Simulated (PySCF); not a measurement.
SiF⁻: one state, many levels of theory

State: ³Σ⁻ (triplet), unpaired electrons π ↑↑. Set-up: Si aug-cc-pVDZ-DK, F aug-cc-pVDZ-DK; spin-free X2C with a Gaussian nucleus (PySCF 2.14). De refers to Si + F⁻ in their high-spin ground configurations, without counterpoise correction. The functionals are run spin-unrestricted. A positive dipole points towards F; it is taken about the centre of mass and depends on that origin.

```json
{"Level": "UHF", "Re (Å)": "1.723", "ωe (cm⁻¹)": "661", "De (eV)": "n/a", "μ (D)": "2.09"}
{"Level": "UHF-MP2", "Re (Å)": "1.765", "ωe (cm⁻¹)": "610", "De (eV)": "3.11", "μ (D)": "n/a"}
{"Level": "UHF-SCS-MP2", "Re (Å)": "1.767", "ωe (cm⁻¹)": "606", "De (eV)": "3.04", "μ (D)": "n/a"}
{"Level": "UHF-CCSD", "Re (Å)": "1.758", "ωe (cm⁻¹)": "621", "De (eV)": "n/a", "μ (D)": "n/a"}
{"Level": "UHF-CCSD(T)", "Re (Å)": "1.763", "ωe (cm⁻¹)": "612", "De (eV)": "n/a", "μ (D)": "n/a"}
{"Level": "PBE", "Re (Å)": "1.769", "ωe (cm⁻¹)": "601", "De (eV)": "3.43", "μ (D)": "2.06"}
{"Level": "PW91", "Re (Å)": "1.767", "ωe (cm⁻¹)": "603", "De (eV)": "3.44", "μ (D)": "2.03"}
{"Level": "r²SCAN", "Re (Å)": "1.745", "ωe (cm⁻¹)": "632", "De (eV)": "3.57", "μ (D)": "2.23"}
{"Level": "M06-L", "Re (Å)": "1.756", "ωe (cm⁻¹)": "610", "De (eV)": "n/a", "μ (D)": "2.19"}
{"Level": "PBE0", "Re (Å)": "1.746", "ωe (cm⁻¹)": "633", "De (eV)": "3.47", "μ (D)": "2.07"}
{"Level": "HSE06", "Re (Å)": "1.747", "ωe (cm⁻¹)": "630", "De (eV)": "3.46", "μ (D)": "2.05"}
{"Level": "MN15", "Re (Å)": "1.733", "ωe (cm⁻¹)": "657", "De (eV)": "3.56", "μ (D)": "2.11"}
```

(1) What does a quarter of exact exchange do here, going from PBE to PBE0?

(2) What does the step from GGA to meta-GGA do here, going from PBE to r²SCAN?

(3) What does second-order correlation do here, going from UHF to UHF-MP2?

Correlated steps freeze 6 core orbitals. Correlated levels converge slowly with the basis: in double zeta they bind strong bonds too weakly, by up to about 1 eV, and carry superposition errors of some tenths. For an ion De counts to the pair picked by the measured ionisation energies or electron affinities, which need not be the lowest pair at this level. The highest Kohn–Sham level is positive in this anion. Much of that is self-interaction error, but it also means that the finite basis helps to hold the extra electron. The state is the lowest determinant that a PBE0 search found; another state may lie lower at other levels.

The whole job (state search and all levels along the bond) took about 1.9 min on 1 thread of Arm Neoverse V2 (shared host), peak memory 0.59 GiB.

Results:

(1) PBE0 less PBE: -2.3 pm in Re, +5.3 % in ωe, +0.04 eV in De. Exact exchange removes part of the self-interaction that spreads semilocal densities, and in most molecules shortens and stiffens the bond and lowers De; here De goes the other way.

(2) r²SCAN less PBE: -2.4 pm in Re, +5.2 % in ωe, +0.14 eV in De. 

(3) UHF-MP2 less UHF: +4.2 pm in Re, -7.7 % in ωe. Correlation nearly always deepens the well. The bond lengthens, as in strong covalent bonds, where excitations into antibonding orbitals dominate.
